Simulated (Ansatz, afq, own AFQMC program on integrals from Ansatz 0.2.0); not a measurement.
Integrals from Ansatz 0.2.0, then the random walk in our own AFQMC program (afq).

```yaml
crystal:
  periodic: [false, false, false]
  atoms:
    - {symbol: B, position_ang: [0.000000, 0.000000, 2.136084]}
    - {symbol: Al, position_ang: [0.000000, 0.000000, -0.738916]}
    - {symbol: H, position_ang: [0.000000, -1.367107, -1.565624]}
    - {symbol: H, position_ang: [0.000000, 1.367107, -1.565624]}
basis:
  gaussian: {orbitals: cc-pVDZ}
magnetization: {spin_polarized: false}
correlation: {method: ccsd_t, electrons: outside_noble_gas, hamiltonian_folder: ham}
```

```sh
$ ansatz run in.yaml --threads 1 --pin off --events-out ev --progress --plain --max-ram 1382MiB
```

afq runs on the folder ham with

```
--method phaseless --trial cisd --walkers 10 --populations 1 --least-time 40 --time-step 0.0025 --steps-per-block 50 --equilibration-blocks 24 --max-blocks 480 --target-error 0.00068 --factor-cut 1e-05 --seed 843 --taylor-order 4
```

Times are imaginary, in 1/Eh. The walk had a cap of 193 s.

afq prints:

```
orbitals 36  electrons 4 4  factors 257 of 399
reference energy -267.56817618 Eh
CCSD correlation -0.16619431 Eh in 13 cycles, weight of the determinant in the CISD state 0.8472
energy of the start -267.734370 Eh
 block  time / (1/Eh)  mean weight  energy / Eh
     1     0.125  1.0008  -267.732909
     2     0.250  0.9996  -267.731901
     3     0.375  0.9994  -267.732262
     4     0.500  0.9997  -267.732638
     5     0.625  1.0014  -267.732605
     8     1.000  1.0005  -267.733543
    13     1.625  1.0007  -267.740612
    49     6.125  1.0008  -267.737473
    85    10.625  0.9995  -267.735639
   121    15.125  0.9985  -267.733590
   157    19.625  1.0012  -267.726803
   181    22.625  1.0012  -267.723328
   193    24.125  0.9999  -267.741685
   229    28.625  0.9998  -267.735685
   265    33.125  1.0001  -267.736789
   301    37.625  1.0000  -267.746380
   337    42.125  0.9998  -267.726316
   373    46.625  0.9996  -267.734087
   409    51.125  1.0005  -267.733668
   445    55.625  0.9972  -267.744074
   481    60.125  1.0010  -267.734371
   493    61.625  1.0007  -267.734938
blocks merged  error / Eh  count
     1  0.000354  470
     2  0.000455  235
     4  0.000567  117
     8  0.000610  58
    16  0.000618  29
    32  0.000606  14
energy -267.738175 +/- 0.000618 Eh
(rows thinned)
```

The run passed its tests (sampling time, drift between the halves within three errors, error under three times the target), which doesn't prove that it has relaxed.

Against this walk (error 16.8 meV) on the same determinant: CCSD(T) 19.0 meV lower (within the noise), CCSDT(Q) 63.6 meV lower, a separate phaseless walk with a CISD trial and standard settings 41.1 ± 19.5 meV lower. The error is statistical and leaves out the bias of the constraint. CCSDT(Q) is the surest value here, so the walk's 64 meV above it is most likely the bias of the constraint with this trial, which can have either sign, or comes from the drawn settings.

Cautions: constraint bias not in the error; higher spins were not checked; restricted determinant unstable towards unrestricted (UHF 245 meV lower, ⟨S²⟩ 0.66); so few walkers bias the energy.

The walk took 37 s on 1 thread of Arm Neoverse V1, on a shared host. The log's last line is the phaseless energy.

CCSDT and higher add their correlation energy to the determinant of the CCSD(T) run, since their own runs factorise the integrals more tightly (a shift of under 2 meV). A walk keeps the symmetry of its determinant, which the program's search chose and which needn't be the lowest solution, so a lower state of the same spin and another symmetry isn't excluded.
